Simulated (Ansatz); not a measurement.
```yaml
crystal:
  periodic: [false, false, false]
  atoms:
    - {symbol: Ga, position_ang: [-1.350518, -0.263713, -0.001261]}
    - {symbol: As, position_ang: [1.272445, 0.245481, 0.001190]}
    - {symbol: H, position_ang: [-2.496969, 1.276943, -0.003165]}
    - {symbol: H, position_ang: [1.334753, -1.281872, 0.001975]}
basis:
  gaussian: {orbitals: def2-TZVP}
magnetization: {spin_polarized: true, initial_magnetization: 2}
hamiltonian: {xc: pbe0}
relax: {f_tol: 0.004, max_steps: 80}
```

```sh
$ ansatz run in.yaml --threads 1 --pin off --events-out ev --progress --plain --max-ram 2176MiB
```

Steps of the relaxation (energy above the last step; positions in Å, forces in eV/Å):

```
4
step 1, 485.8 meV
Ga   -1.351   -0.264   -0.001   -0.339    1.811   -0.001
As    1.272    0.245    0.001   -0.959   -0.330   -0.001
H    -2.497    1.277   -0.003    1.001   -1.460    0.002
H     1.335   -1.282    0.002    0.297   -0.020    0.000
```

```
4
step 2, 42.9 meV
Ga   -1.368   -0.065   -0.001    0.571   -0.489    0.001
As    1.160    0.217    0.001   -0.413   -0.013    0.000
H    -2.403    1.125   -0.003   -0.108    0.404    0.000
H     1.371   -1.301    0.002   -0.050    0.098    0.000
```

```
4
step 3, 13.3 meV
Ga   -1.324   -0.138   -0.001   -0.185   -0.016    0.000
As    1.093    0.252    0.001    0.086   -0.104    0.000
H    -2.305    1.126   -0.003   -0.050    0.072    0.000
H     1.296   -1.263    0.002    0.149    0.047    0.000
```

```
4
step 4, 3.4 meV
Ga   -1.350   -0.130   -0.001   -0.117    0.010    0.000
As    1.092    0.232    0.001    0.004   -0.028    0.000
H    -2.333    1.148   -0.003    0.078   -0.022    0.000
H     1.351   -1.274    0.002    0.036    0.040    0.000
```

```
4
step 7, 0.0 meV
Ga   -1.382   -0.150   -0.001    0.000    0.000    0.000
As    1.062    0.226    0.001    0.001   -0.002    0.000
H    -2.305    1.167   -0.003    0.000    0.000    0.000
H     1.385   -1.266    0.002    0.000    0.002    0.000
```

Close pairs at the end: As2–H4 1.527 Å, Ga1–H3 1.608 Å, Ga1–As2 2.473 Å.

A stationary point of unrestricted PBE0 after 7 steps, with ⟨S²⟩ = 2.008 against 2.00 for a pure state; no frequencies were run, so it isn't proven a minimum. 30 s on 1 thread of Intel Xeon 6975P-C, shared host.
